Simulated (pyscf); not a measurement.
`[SiH3][PH2]` + `[H]` [doublet] -> `[SiH2][PH2]` [doublet] + `[H][H]` (hydrogen abstraction; doublet surface; H–Si broken, H–H formed). Single points on ωB97X-D3(BJ)/def2-SVP structures (PySCF, gas phase). Energies in eV from the separated reactants.

```csv
level,barrier,reaction energy
PBE/def2-TZVP,-0.02,-0.75
r²SCAN/def2-TZVP,-0.07,-0.80
B3LYP-D3(BJ)/def2-TZVP,-0.02,-0.79
PBE0-D3(BJ)/def2-TZVP,?,?
M06-2X/def2-TZVP,?,-0.74
ωB97M-D3(BJ)/def2-TZVP,0.17,-0.61
```

Some entries are withheld; supply them.


- PBE0-D3(BJ)/def2-TZVP, barrier: 0.05
- PBE0-D3(BJ)/def2-TZVP, reaction energy: -0.67
- M06-2X/def2-TZVP, barrier: 0.20

At PBE, r²SCAN, B3LYP-D3(BJ) this geometry lies under the reactants; that is no barrier but a single point on another level's saddle; such a level's own saddle, if it has one, lies nearer that side and is low. •H₂Si–PH₂ lies 0.31 eV over its isomer H₃Si–PH• (electronic energy, ωB97M-D3(BJ)/def2-TZVP). One saddle was located; it need not be the lowest between these sides. The angle at the transferred H is 180°.
